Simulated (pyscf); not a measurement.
Thermochemistry of product channels of H₃Si–I + H• on the doublet surface, in kcal/mol, from ωB97M-D3(BJ)/def2-TZVP energies (ideal gas, 1 atm, RRHO with modes under 100 cm⁻¹ raised to 100, one conformer, R ln 2 for chiral ones without a mode under 150 cm⁻¹). Optimised with ωB97X-D3(BJ)/def2-SVP in PySCF.

```
products                     ΔE  ΔH(298 K)  ΔG(900 K)  ΔG(1200 K)
------------------------  -----  ---------  ---------  ----------
I• + SiH₂ [singlet] + H₂  +42.7      +41.9      +14.2        +5.2
•H₂Si–I + H₂              -13.5      -12.7      -18.6       -20.3
```

These are energies of the channels, which say nothing of barriers. Left out: orbital degeneracy and the spin-orbit lowering of I, which is large for Br, Se, Te and I. Elements past Kr carry the def2 core potentials, without spin-orbit coupling.
